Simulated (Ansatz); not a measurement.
# Relaxing Cd2Pd

Computed with DFT PBE, scalar-relativistic, plane waves, PAW in Ansatz.

The start puts Cd2Pd on the fluorite structure type (Fm-3m, No. 225), with Pd in place of Ca, Cd in place of F, at a guessed volume.

The final relaxation ran on this input, with the default PAW datasets:

```yaml
crystal:
  lattice:
    - [0.0, 3.2249328358, 3.2249328358]
    - [3.2249328358, 0.0, 3.2249328358]
    - [3.2249328358, 3.2249328358, 0.0]
  atoms:
    - { symbol: Cd, position: [0.25, 0.25, 0.25] }
    - { symbol: Cd, position: [0.75, 0.75, 0.75] }
    - { symbol: Pd, position: [0.0, 0.0, 0.0] }
basis:
  ecutwfc: 420
kpoints:
  mp_grid: { grid: [12, 12, 12] }
hamiltonian:
  xc: pbe
scf:
  occupations: { method: gaussian, width: 0.1 }
output:
  forces: true
  stress: true
  eigenvalues: true
relax:
  adjacent_minimum: "off"
  f_tol: 0.01
  max_steps: 80
  cell: { stress_tol: 0.05 }
```

Launched as:

```bash
ansatz run input.yaml --threads 1 --pin off --max-ram 2560MiB --backend cpu --events-out ev --progress --plain --runs-dir out
```

It took 26 s on 1 thread of Intel(R) Xeon(R) Platinum 8375C CPU @ 2.90GHz (Ice Lake), on a shared host, peak memory 0.48 GiB.

End of the output:

```
SCF converged after 4 iterations
Free energy (F): -23482.392910 eV
Harris-Foulkes:  -23482.392910 eV  (|F-HF|=7.28e-12)
Internal energy: -23482.385890 eV  (E = F + TS)
E sigma→0 (E₀):  -23482.389400 eV
Entropy (-TS):   -0.007020 eV (-2.340 meV/atom)
Fermi energy:    12.972365 eV
--- Per-component energies (eV) ---
  E_band       = -1090.998097
  E_kinetic    = 1525.612971
  E_local      = -8826.577885  (includes V_loc(G=0)·N_el)
  E_nonlocal   = 282.068367
  E_hartree    = 3996.222940
  E_xc         = -522.675952
  E_vxc        = -655.525123  (∫ρ·V_xc dr)
  E_paw        = -11916.016760  (= ΣΔE_a)
  E_vpaw       = -1409.022194  (= ΣTr[D̂ρ^β])
  E_aug_tail   = 0.000234  (compensation charges beyond the density's cutoff)
  E_ewald      = -8021.019807
  E_smearing   = -0.007020  (= −TS)
  E_closure    =  0.000000  (closes the sum)
  Σ components = -23482.392910   (vs F -23482.392910, Δ=0.00e0)
--- Forces (eV/Å), atoms counted from 1 ---
  atom   1  Cd     0.00000000     0.00000000     0.00000000
  atom   2  Cd     0.00000000     0.00000000     0.00000000
  atom   3  Pd     0.00000000     0.00000000     0.00000000
  max |Σ_I F_I| component: 1.39e-17 eV/Å
--- Stress (GPa, compression-positive) ---
        0.000294       0.000000       0.000000
        0.000000       0.000294       0.000000
        0.000000       0.000000       0.000294
  P = ⅓ Tr σ = 0.0003 GPa (0.003 kbar)
--- Relaxed structure (3 steps of the walk, 3 accepted, 1 SCFs on fresh bases) ---
  F+E_penalty+E_count = -23482.39291025 eV   max|allowed force component| = 6.708e-17 eV/Å   (the final SCF, on the basis selected at the relaxed cell)
  cell:  # Å, volume = 66.9241 Å³
    - [0.000000, 3.222435, 3.222435]
    - [3.222435, 0.000000, 3.222435]
    - [3.222435, 3.222435, 0.000000]
  atoms:
    - { symbol: Cd, position: [0.250000, 0.250000, 0.250000] }
    - { symbol: Cd, position: [0.750000, 0.750000, 0.750000] }
    - { symbol: Pd, position: [0.000000, 0.000000, 0.000000] }
```

Absolute energies hang on the potentials; compare differences alone.

The result has space group Fm-3m (No. 225). Around Cd lie 4 Pd at 2.79 Å and 6 Cd at 3.22 Å; around Pd lie 8 Cd at 2.79 Å.

Against the elements it lies at -0.21 eV/atom. The zero of energy is the elements' standard structures at the same level; no fitted shifts are applied.

For metals, differences of a few meV/atom aren't resolved.

Symmetry constrained the relaxation, so the result can be a saddle point.